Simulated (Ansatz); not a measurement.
Isolated molecules relaxed with PBE0-D4/def2-TZVP in Ansatz; ΔE leaves out vibrations. CBS: def2 TZ/QZ extrapolation, frozen cores. Functionals use def2-TZVPP. One conformer a species, not always the lowest.

Consider the hydrogenolysis of the Si–Cl bond: `O[Si]Cl` + H₂ → `O[SiH]` + HCl.

```json
{"level": "PBE0-D4", "ΔE (kJ/mol)": "144.1", "difference from CCSD(T)/CBS": "0.3"}
{"level": "ωB97X-V", "ΔE (kJ/mol)": "140.3", "difference from CCSD(T)/CBS": "-3.5"}
{"level": "ωB97M-V", "ΔE (kJ/mol)": "147.0", "difference from CCSD(T)/CBS": "3.2"}
{"level": "HF/def2-SVP", "ΔE (kJ/mol)": "115.4", "difference from CCSD(T)/CBS": "-28.4"}
{"level": "MP2/def2-TZVPP", "ΔE (kJ/mol)": "146.4", "difference from CCSD(T)/CBS": "2.6"}
{"level": "HF/CBS(def2)", "ΔE (kJ/mol)": "125.2", "difference from CCSD(T)/CBS": "-18.6"}
{"level": "MP2/CBS(def2)", "ΔE (kJ/mol)": "153.3", "difference from CCSD(T)/CBS": "9.5"}
{"level": "HF/cc-pV(Q+d)Z", "ΔE (kJ/mol)": "125.4", "difference from CCSD(T)/CBS": "-18.4"}
{"level": "MP2/CBS(cc)", "ΔE (kJ/mol)": "153.0", "difference from CCSD(T)/CBS": "9.2"}
{"level": "CCSD/CBS(cc)", "ΔE (kJ/mol)": "137.6", "difference from CCSD(T)/CBS": "-6.2"}
{"level": "CCSD(T)/CBS", "ΔE (kJ/mol)": "143.8", "difference from CCSD(T)/CBS": "0"}
```

Largest T1 diagnostic among the species: 0.016.

In def2-TZVPP, CCSD(T) changes the Hartree–Fock value by +8.7 kJ/mol (the triples alone add +4.7 kJ/mol) and MP2 by +21.0 kJ/mol. From r2SCAN to r2SCAN0 (25 % exact exchange), in def2-TZVPP and without D4, ΔE moves by −3.7 kJ/mol.
